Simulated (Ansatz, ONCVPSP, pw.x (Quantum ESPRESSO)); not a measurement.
# W (fcc): variants of one ONCV potential in the solid

tungsten, optimised norm-conserving Vanderbilt (ONCV), made with ONCVPSP 4.0.1.1 (patched build) (PBEsol, scalar-relativistic). Core [Kr] 4d10 4f14, reference 5s2 5p6 5d4 6s2. Waves: 5s+6s: rc 1.85 bohr, ncon 3, nbas 7, qcut 5.7 1/bohr, 2 projectors; 5p: rc 1.80 bohr, ncon 4, nbas 9, qcut 8.9 1/bohr, 2 projectors, debl 2.5 Ha; 5d: rc 2.85 bohr, ncon 4, nbas 9, qcut 5.3 1/bohr, 3 projectors, debl 0.4 Ha. Local part: polynomial inside 1.70 bohr (lpopt 5, dvloc0 2 Ha). Core correction: Teter function, fcfact 4.75, rcfact 1.8.

Crystal test: fcc W in pw.x 7.5, no spin, 14³ k-points, Fermi–Dirac smearing 0.01 Ry, cutoffs set for each file from its atomic test. The reference is all-electron LAPW (Ansatz 0.2.0) with the same functional, mesh and smearing; V0 and B0 come from Birch–Murnaghan fits to the pressures at five volumes. Errors are pseudo minus all-electron; Δ is the rms difference of the E(V) curves that follow from these fits, minima aligned, over ±6 % about the mean V0. Mesh and smearing are coarse, so the numbers serve the comparison and aren't converged zero-temperature values; the lattice is a test structure that the element need not adopt.

All-electron: a0 = 4.000 Å (V0 = 16.00 Å³/atom), B0 = 298.8 GPa.

Base: The largest radius (2.85 bohr) exceeds half the bond length (2.67 bohr), so the spheres overlap, which is one possible source of error among others.

1 further variants are left out: they gave no file fit for a test, a broken result, the same result as the base, or pressures whose basis-set error rivals the error shown.

```csv
change,cutoffs (Ry),pw.x,a0 (Å),a0 error (%),B0 error (%),Δ (meV/atom),mean pressure error (GPa)
base,65/260,converged,3.982,-0.46,-0.2,14.5,-4.09
"local potential polynomial inside 1.28 bohr (lpopt 5, dvloc0 2 Ha)",65/260,converged,3.975,-0.64,-0.3,20.0,-5.59
"local potential polynomial inside 1.44 bohr (lpopt 5, dvloc0 2 Ha)",65/260,converged,3.977,-0.57,-0.3,17.9,-5.03
"local potential polynomial inside 1.66 bohr (lpopt 5, dvloc0 2 Ha)",65/260,converged,3.981,-0.49,-0.3,15.2,-4.29
```

Task: Give the row for: local potential polynomial inside 1.06 bohr (lpopt 5, dvloc0 2 Ha).

Result: pw.x: converged; mean pressure error (GPa): -6.15; a0 (Å): 3.972; a0 error (%): -0.70; B0 error (%): -0.3; Δ (meV/atom): 22.0.
